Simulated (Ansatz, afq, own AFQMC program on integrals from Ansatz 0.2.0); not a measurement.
**Where AFQMC and coupled cluster stand for BH$_{4}$, doublet**

```xyz
5

B    -0.1663    0.0000    0.0000
H    -0.7630    1.0336    0.0000
H    -0.7630   -1.0336    0.0000
H     1.0272    0.0000    0.0000
H     2.2827    0.0000    0.0000
```

Basis cc-pVTZ. Noble-gas cores (and the filled d shells of Ga–Kr and In–Xe) are frozen. Ansatz 0.2.0 and our own AFQMC program on the same integrals; the CISD trial comes from CCSD amplitudes, and released means the phaseless constraint is let go. Error bars are statistical, one sigma.

Determinant: UHF, the one that the program's search chose, which needn't be the lowest solution. The geometry is a point of a scan.

No full CI on the walks' own integrals is used here; CCSDT(Q) serves as the reference and is uncertain by about the last step of the cluster series.

* T1 diagnostic: 0.0104
* weight of the determinant in the CISD state: 0.935
* ⟨S²⟩ of the determinant: 0.758
* size of the correlated space: 7 electrons in 85 orbitals

| level | correlation energy (eV) |
| --- | --- |
| MP2 | -3.2529 |
| CCSD | -3.8989 |
| CCSD(T) | -3.9794 |

Estimate where phaseless AFQMC with a CISD trial lies against CCSD(T) on the same integrals.

0.50 ± 0.09 mEh below CCSD(T).

Reference: CCSDT(Q), correlation energy -3.995 eV. The released energy is read at 2.40 1/Eh (meV from the phaseless value at times in 1/Eh: 1.4 ± 2.4 at 0.24, -1.5 ± 1.7 at 0.51, -3.4 ± 1.4 at 0.99, -2.4 ± 1.4 at 1.62, -4.6 ± 1.3 at 2.40).

```json
{"level": "CCSD(T)", "E − E(reference) (mEh)": "0.58", "share of correlation (%)": "99.61"}
{"level": "CCSDT", "E − E(reference) (mEh)": "0.06", "share of correlation (%)": "99.96"}
{"level": "ph-AFQMC/CISD", "E − E(reference) (mEh)": "0.07 ± 0.09", "share of correlation (%)": "99.95"}
{"level": "released AFQMC", "E − E(reference) (mEh)": "-0.10 ± 0.05", "share of correlation (%)": "100.07"}
```

A walk keeps the symmetry of its determinant, which the program's search chose and which needn't be the lowest solution, so a lower state of the same spin and another symmetry isn't excluded. Released energies are given only where the last usable release times agree within the noise; a slower fall can still hide under it.
